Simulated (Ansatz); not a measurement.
## Run times for BPH6 (SMILES [BH3-][PH3+])

The species is BPH6 (8 atoms), meant as a singlet with charge 0. SMILES: `[BH3-][PH3+]`. Geometry: relaxed at PBE0-D4/def2-TZVP. The run starts from this shape.

```xyz
8

B    -0.5561    0.2272   -0.9140
P     0.4339   -0.1816    0.6677
H    -1.6934    0.3431   -0.5201
H    -0.3678   -0.7302   -1.6280
H    -0.0555    1.2542   -1.3099
H     0.4188    0.7557    1.7188
H     1.8231   -0.3803    0.5471
H     0.0892   -1.3452    1.3826
```

Program: Ansatz 0.2.0. Hardware: 1 thread of Arm Neoverse V2, shared host, so times are rough. Ansatz fits the integrals of SCF and DFT runs by default. Its times include its search for lower SCF states.

Question: Estimate their order by wall time, quickest first.
A. an optimisation at HF/STO-3G
B. an optimisation at CCSD/cc-pVDZ, 6 core orbitals frozen
C. an optimisation at r2SCAN/def2-TZVP
D. an optimisation at MP2/6-31G* (Cartesian functions), 6 core orbitals frozen

Answer: A (1.6 s), D (4.2 s), C (16 s), B (69 s).
